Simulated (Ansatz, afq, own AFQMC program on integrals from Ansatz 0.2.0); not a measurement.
**MoNH$_{3}$, septet in def2-SVP, levels against CCSDT(Q)**

```xyz
5

Mo   -0.4333    0.0013   -0.0003
N     2.3747   -0.0073    0.0016
H     2.7451   -0.9516    0.0068
H     2.7489    0.4674    0.8162
H     2.7500    0.4589   -0.8174
```

Connectivity, by distances: Mo–NH3.

Basis def2-SVP with its core potentials. Only valence electrons are correlated. Integrals, coupled cluster, full CI and functionals: Ansatz 0.2.0; the random walks run on the same integrals in our own AFQMC program. The CISD trial takes its coefficients from CCSD amplitudes. Released means that phaseless walkers are propagated on without the constraint, phases kept. ± is one standard error of the sampling. No spin–orbit coupling. The metal's outer-core s and p shells are frozen, which shifts wave-function levels against functionals.

Determinant: ROHF, the one that the program's search chose, which needn't be the lowest solution. The geometry is a point of a scan.

No full CI on the walks' own integrals is used here; CCSDT(Q) serves as the reference and is uncertain by about the last step of the cluster series.

Cautions: no spin-orbit coupling; outer-core shells of the metal frozen; lower spins were not checked; higher spins were not checked; CCSDT(Q) on the UHF determinant differs (45 meV lower), by its state or its frozen core.

- T1 diagnostic: 0.0115
- weight of the determinant in the CISD state: 0.905
- size of the correlated space: 14 electrons in 55 orbitals

Reference: CCSDT(Q), correlation energy -7.474 eV. The released energy is read at 2.60 1/Eh (meV from the phaseless value at times in 1/Eh: -1.4 ± 1.9 at 0.24, -4 ± 4 at 0.60, -9 ± 3 at 1.20, -8 ± 3 at 1.80, -7 ± 5 at 2.60).

```csv
level,E − E(reference) (kJ/mol),share of correlation (%)
HF,721.1,0.00
MP2,76.0,89.45
CCSD,16.6,97.69
CCSD(T),2.2,99.69
CCSDT,0.9,99.87
ph-AFQMC/HF,1.4 ± 2.9,99.81
ph-AFQMC/CISD,0.6 ± 0.3,99.92
released AFQMC,0.0 ± 0.5,100.01
```

A walk keeps the symmetry of its determinant, which the program's search chose and which needn't be the lowest solution, so a lower state of the same spin and another symmetry isn't excluded. Released energies are given only where the last usable release times agree within the noise; a slower fall can still hide under it.
